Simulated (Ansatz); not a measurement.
Basis-set extrapolation for `N=C(O)CS` (PBE0-D4/def2-TZVP geometry, frozen core, the Gaussian-basis code of Ansatz). Multiplicity 1, RHF reference.

```json
{"": "HF", "def2-TZVPP": "-605.585714", "def2-QZVPP": "-605.606474"}
{"": "MP2 correlation", "def2-TZVPP": "-0.946999", "def2-QZVPP": "-1.017820"}
{"": "CCSD(T) correlation", "def2-TZVPP": "-1.024766", "def2-QZVPP": "not run"}
```

Energies in hartree. Use E(X) = E(∞) + A·exp(−7.88·√X) for Hartree–Fock and E(X) = E(∞) + B·X^(−2.97) for correlation, with X = 3 and 4, and add CCSD(T) minus MP2 of the smaller set to the MP2 limit.

**Question.** What is the CCSD(T) energy at the basis-set limit?

**Answer.** HF limit: -605.606474 + (-0.020760) × 0.13774 = -605.60933. MP2 limit: -1.017820 + (-0.070821) × 0.74074 = -1.07028. Higher-order term: -1.024766 − (-0.946999) = -0.07777. Total: -606.75738 hartree, 385.7 kJ/mol below CCSD(T)/def2-TZVPP.
